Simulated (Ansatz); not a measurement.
This geometry of C$_{3}$H$_{5}$NS (10 atoms, charge 0, multiplicity 1) is a first-order saddle point.

Computed with RHF/def2-SVP (Ansatz 0.2.0).

```xyz
10
Properties=species:S:1:pos:R:3
C -1.036 -0.459 0.454
C 0.178 0.151 -0.198
N 1.386 -0.086 0.433
C 0.044 0.854 -1.296
S -0.133 1.692 -2.609
H -1.142 -0.077 1.472
H -0.924 -1.545 0.506
H -1.943 -0.230 -0.099
H 2.240 0.277 0.076
H 1.412 -0.629 1.264
```

(1) Which two structures does it join? (They come from a converged band through this point; their orientation in space is the band's.)

(2) How far does it lie above each of them?

## Answers

(1) No bond is made or broken. The height of N3 over the plane of its neighbours goes from 0.33 to -0.33 Å. The two ends are copies of one structure, up to a mirror image or an exchange of like atoms.

Image 0:

```xyz
10
Properties=species:S:1:pos:R:3
C -1.053 -0.542 0.412
C 0.169 0.104 -0.185
N 1.400 -0.274 0.385
C 0.071 0.910 -1.211
S -0.045 1.832 -2.470
H -1.142 -0.274 1.469
H -0.959 -1.627 0.347
H -1.963 -0.231 -0.095
H 2.191 0.182 -0.029
H 1.415 -0.131 1.379
```

Image 6:

```xyz
10
Properties=species:S:1:pos:R:3
C -1.071 -0.416 0.500
C 0.161 0.162 -0.145
N 1.362 -0.008 0.571
C 0.082 0.832 -1.266
S -0.025 1.679 -2.577
H -1.195 0.013 1.495
H -0.965 -1.499 0.610
H -1.964 -0.219 -0.088
H 2.163 0.378 0.110
H 1.536 -0.973 0.792
```

(2) 0.123 eV above the first and 0.123 eV above the second. This is the barrier of this one path; another mechanism may lie lower.

The run took 73 s on 1 thread of Arm Neoverse V1, with other jobs on the host, peak memory 0.28 GiB.
